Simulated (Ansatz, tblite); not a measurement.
Cost and result up the ladder for Si(NH2)H3 (SiNH₅) (7 atoms). Charge 0, multiplicity 1. Geometry: PBE0-D4/def2-TZVP.

```xyz
7

Si   -0.1868   -0.5014    0.3860
N     0.3417    0.8945   -0.4693
H    -0.3336    1.4797   -0.9346
H     1.2037    0.8648   -0.9900
H    -1.3135   -0.0974    1.2661
H     0.9541   -1.0005    1.1964
H    -0.6656   -1.6398   -0.4547
```

Ansatz on 4 threads of Arm Neoverse V2 on a shared host; xTB runs through tblite on one thread. Times are rough, summed over both states, and most runs start from the orbitals of an earlier one. PBE0-D4/def2-TZVP serves as the yardstick here, not as an exact answer. The other state is a triplet.

The xTB rows come from tblite.

xTB has no spin-polarisation term.

```json
{"level": "GFN2-xTB", "functions": "18", "wall time": "0.004 s"}
{"level": "GFN1-xTB", "functions": "23", "wall time": "0.005 s"}
{"level": "PBE-D4/def2-TZVP", "functions": "98", "wall time": "1 s"}
{"level": "PBE0-D4/def2-TZVP", "functions": "98", "wall time": "1.2 s"}
{"level": "r2SCAN-D4/def2-TZVP (with forces)", "functions": "98", "wall time": "2.4 s"}
```

Question: Estimate what each level gives for the vertical triplet (eV).

Answer: 
```
                            level  vertical triplet (eV)  difference from PBE0-D4/def2-TZVP (eV)
                         GFN2-xTB                   6.49                                    0.68
                         GFN1-xTB                   7.01                                    1.20
                 PBE-D4/def2-TZVP                   5.55                                   -0.27
                PBE0-D4/def2-TZVP                   5.82                                    0.00
r2SCAN-D4/def2-TZVP (with forces)                   5.68                                   -0.14
```
